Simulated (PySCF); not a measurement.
## Fractional electron number in He (helium, neutral)

The 1s beta orbital of 1s2 is emptied in steps (occupation f), with all orbitals relaxed, ending at 1s1. All numbers are calculated (PySCF 2.14, scalar relativity by spin-free X2C-1e, in aug-cc-pVTZ-DK). The exact energy is a straight line in f; departures are measured from the line between the end points of the same method.

| f | LDA (eV) | r2SCAN (eV) | BHandHLYP (eV) | B3LYP (eV) |
| --- | --- | --- | --- | --- |
| 1 | 0.000 | 0.000 | 0.000 | 0.000 |
| 0.9 | -0.791 | -0.724 | -0.352 | -0.625 |
| 0.7 | -1.833 | -1.653 | -0.829 | -1.453 |
| 0.5 | -2.145 | -1.897 | -0.997 | -1.713 |
| 0.3 | -1.741 | -1.498 | -0.850 | -1.410 |
| 0.1 | -0.683 | -0.575 | -0.363 | -0.564 |
| 0 | 0.000 | 0.000 | 0.000 | 0.000 |

Question: For r2SCAN, how does the orbital energy at f = 1 compare with the removal energy?

Answer: −ε = 16.534 eV against a total-energy difference of 24.629 eV. By Janak's theorem ε = ∂E/∂f, so the gap between them reflects the curvature. Along the path −ε is 18.252 (f = 0.9), 21.711 (f = 0.7), 25.078 (f = 0.5), 28.072 (f = 0.3), 30.297 (f = 0.1) eV.

```
   method  E(f=0) − E(f=1) (eV)  −ε at f=1 (eV)  −ε at f=0.5 (eV)
      LDA                24.308          15.517            24.562
   r2SCAN                24.629          16.534            25.078
BHandHLYP                24.726          20.832            24.666
    B3LYP                24.946          17.999            25.060
```

As f goes to zero the orbital energy of a semilocal functional can turn back, because the density of that orbital vanishes from the exchange-correlation potential.

Reference removal energy between the ground levels: 24.587 eV (measured; NIST Atomic Spectra Database, ionization energies).
